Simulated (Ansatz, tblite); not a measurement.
# The cluster Si3H6−: a ladder of methods and basis sets

An exercise on one series of results from a longer session: the logs are not shown, and one member is left open.

Computed with Ansatz 0.2.0, Gaussian basis. Level: as each input shows.

Plan: GFN1-xTB, GFN2-xTB, PBE-D4/def2-TZVPD, r2SCAN-D4/def2-TZVPD, B3LYP-D4/def2-TZVPD, revPBE-D4/def2-TZVPD, B2PLYP/def2-TZVPD, CAM-B3LYP-D4/def2-TZVPD, BHLYP-D4/def2-TZVPD, r2SCANh-D4/def2-TZVPD, BLYP-D4/def2-TZVPD, PBE-D4/def2-SVPD, PBE0-D4/def2-SVPD, HF/STO-3G, CCSD(T)/def2-TZVPD, RPA/def2-TZVPD.

### The relaxed structure

The geometry is that of the doublet, from an earlier relaxation (PBE0-D4/def2-TZVPD). At that level it is the lowest of the isomers that a small search found.

9 atoms, charge -1, spin multiplicity 2.

Bond lengths: Si1–Si3 2.343 Å, Si1–H5 1.503 Å, Si1–H7 1.505 Å, Si1–H9 1.507 Å, Si2–Si3 2.317 Å, Si2–H4 1.514 Å, Si2–H8 1.517 Å, Si3–H6 1.523 Å. Angles: Si3–Si1–H5 112.1°, Si3–Si1–H7 119.4°, Si3–Si1–H9 112.8°, H5–Si1–H7 104.1°, H5–Si1–H9 103.6°, H7–Si1–H9 103.1°, Si3–Si2–H4 108.9°, Si3–Si2–H8 110.5°, H4–Si2–H8 101.2°, Si1–Si3–Si2 99.8°, Si1–Si3–H6 97.8°, Si2–Si3–H6 102.0°.

Coordinates:

```xyz
9
charge -1, multiplicity 2
Si   -1.2994    0.4052   -0.8409
Si    1.4501   -1.0639    0.8872
Si    0.5103    1.0205    0.5150
H     0.6161   -1.8005    1.9144
H    -2.2622   -0.4982   -0.1231
H     1.4068    1.5818   -0.5803
H    -1.0405   -0.2964   -2.1464
H     2.7709   -0.9283    1.6212
H    -2.1521    1.5798   -1.2471
```

The ion is computed in the gas phase, without counter-ions or solvent.

PBE0-D4/def2-TZVPD was run before; its log isn't repeated, and its numbers join the tables.

The first run:

Tight binding, by tblite at 300 K electronic temperature and without a spin-polarisation term:

```python
tblite.interface.Calculator('GFN1-xTB', numbers, positions, charge=-1, uhf=1).singlepoint()
```

Tight binding, by tblite at 300 K electronic temperature and without a spin-polarisation term:

```python
tblite.interface.Calculator('GFN2-xTB', numbers, positions, charge=-1, uhf=1).singlepoint()
```

start.molden holds the orbitals of an earlier run on this state, given as this run's starting guess.

in.yaml

```yaml
crystal:
  periodic: [false, false, false]
  atoms:
    - {symbol: Si, position_ang: [-1.299416, 0.405191, -0.840880]}
    - {symbol: Si, position_ang: [1.450110, -1.063909, 0.887190]}
    - {symbol: Si, position_ang: [0.510302, 1.020478, 0.514971]}
    - {symbol: H, position_ang: [0.616101, -1.800537, 1.914439]}
    - {symbol: H, position_ang: [-2.262217, -0.498153, -0.123104]}
    - {symbol: H, position_ang: [1.406822, 1.581844, -0.580310]}
    - {symbol: H, position_ang: [-1.040455, -0.296362, -2.146441]}
    - {symbol: H, position_ang: [2.770899, -0.928316, 1.621224]}
    - {symbol: H, position_ang: [-2.152145, 1.579765, -1.247099]}
basis:
  gaussian: {orbitals: def2-TZVPD, initial_orbitals: start.molden}
total_charge: -1
magnetization: {spin_polarized: true, initial_magnetization: 1}
hamiltonian: {xc: pbe, dispersion: d4}
scf: {omitted_lower_state_checks: [starts]}
output: {orbitals: {seedname: orbitals}}
```

Command:

```bash
ansatz run in.yaml --threads 4 --pin off --events-out ev --progress --plain --max-ram 3916MiB
```

Among the steps run: PBE-D4/def2-TZVPD; r2SCAN-D4/def2-TZVPD; B3LYP-D4/def2-TZVPD; revPBE-D4/def2-TZVPD; B2PLYP/def2-TZVPD; CAM-B3LYP-D4/def2-TZVPD; BHLYP-D4/def2-TZVPD; r2SCANh-D4/def2-TZVPD; BLYP-D4/def2-TZVPD; PBE-D4/def2-SVPD; PBE0-D4/def2-SVPD; HF/STO-3G; CCSD(T)/def2-TZVPD; RPA/def2-TZVPD.

One table of the session follows, with a row left open; its other results are not shown here.

It belongs to the step «Levels side by side». 

```
                  level  LUMO (eV)  gap (eV)
              HF/STO-3G      11.94      9.84
       PBE-D4/def2-SVPD       1.44      0.96
      PBE-D4/def2-TZVPD       1.35      0.95
   revPBE-D4/def2-TZVPD       1.43      1.01
     BLYP-D4/def2-TZVPD       1.39      0.79
   r2SCAN-D4/def2-TZVPD          ?         ?
  r2SCANh-D4/def2-TZVPD       1.90      2.07
    B3LYP-D4/def2-TZVPD       1.79      2.03
      PBE0-D4/def2-SVPD       2.17      2.57
     PBE0-D4/def2-TZVPD       2.08      2.55
    BHLYP-D4/def2-TZVPD       2.76      3.93
CAM-B3LYP-D4/def2-TZVPD       2.87      4.39
```

Q: Estimate the row for r2SCAN-D4/def2-TZVPD from the others.

The run gave: LUMO (eV): 1.64; gap (eV): 1.48. In the column «LUMO (eV)» it lies between PBE-D4/def2-SVPD (1.44) and B3LYP-D4/def2-TZVPD (1.79).
